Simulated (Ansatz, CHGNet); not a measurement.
For zinc-blende GaN (metastable phase), the machine-learned potential CHGNet-r²SCAN (trained on r²SCAN data) gives:

- lattice constant a = 4.503 Å
- elastic constant C11 = 225 GPa
- elastic constant C44 = 71.5 GPa
- Voigt–Reuss–Hill shear modulus = 45.9 GPa

Problem. What does PBE0 in Ansatz (plane waves, PAW) give for the same quantities?

Solution. 
- lattice constant a: 4.497 Å (decreases by 0.1 %)
- elastic constant C11: 289 GPa (increases by 28 %)
- elastic constant C44: 165 GPa (goes up by 130 %)
- Voigt–Reuss–Hill shear modulus: 115 GPa (grows by 150 %)

For comparison: lattice constant a 4.5 Å (measured, 300 K, not corrected to a static lattice; as tabulated in Vurgaftman et al. (2001), doi:10.1063/1.1368156).

Changes are worked out from the printed values.

Unless a cell is named, each level is at its own relaxed cell (CHGNet-r²SCAN 11.41, PBE0 11.36 Å³/atom).

Ansatz's density-functional and Hartree–Fock values are scalar-relativistic unless marked +SOC, with PAW data made under PBE.

Ansatz is a program for electronic structure.
